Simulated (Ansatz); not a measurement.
Cubic perovskite SrTiO3 (cubic form, which distorts at low temperature), treated with rVV10 (Ansatz, a quantum-chemistry and plane-wave program, plane waves, PAW).

Numerical settings: plane-wave cutoff 520 eV, 10×10×10 k mesh, Fermi–Dirac smearing 0.01 eV, no spin polarisation, scalar-relativistic PAW data made under PBE.

Pressure at four volumes; x = ln(V/12.275 Å³). One pressure is withheld.

| V (Å³/atom) | x | P (GPa) |
|---|---|---|
| 11.538 | -0.0619 | 12.32 |
| 12.275 | 0.0000 | 0.00 |
| 12.766 | 0.0392 | -6.25 |
| 13.011 | 0.0582 | ? |

Problem. Pass a parabola P(x) through the three rows shown, estimate the bulk modulus and its pressure derivative near zero pressure, and predict the withheld pressure.

Solution. Slopes between the rows: (0.00 − (12.32))/(0.0000 − (-0.0619)) = -199.03 and (-6.25 − (0.00))/(0.0392 − (0.0000)) = -159.44 GPa. Their difference over the span 0.1011 is c = 39.59/0.1011 = 391.6 GPa, so P(x) = 12.32 + (-199.03)(x − (-0.0619)) + 391.6 (x − (-0.0619))(x − (0.0000)). At the middle row B = −dP/dx = −[-199.03 + 391.6 × 0.0619] = 174.8 GPa, and B′ = dB/dP = 2c/B = 4.5. At x = 0.0582 the parabola gives -8.85 GPa; the run gives -8.91 GPa. The Birch–Murnaghan fit to the energies at all volumes has B0 = 174 GPa and B′ = 4.4.

Measured, for comparison: bulk modulus 172 GPa (room temperature, no zero-point or thermal correction, Murnaghan fit, our sources range from 165 to 179; as tabulated in Guennou et al. (2010), arXiv:0910.0710). Computed (rounded) less measured: bulk modulus +1 % (inside the range of the sources held).

Note: the relaxation could not lower the start's symmetry, so the cell can be a saddle point above a distorted one.
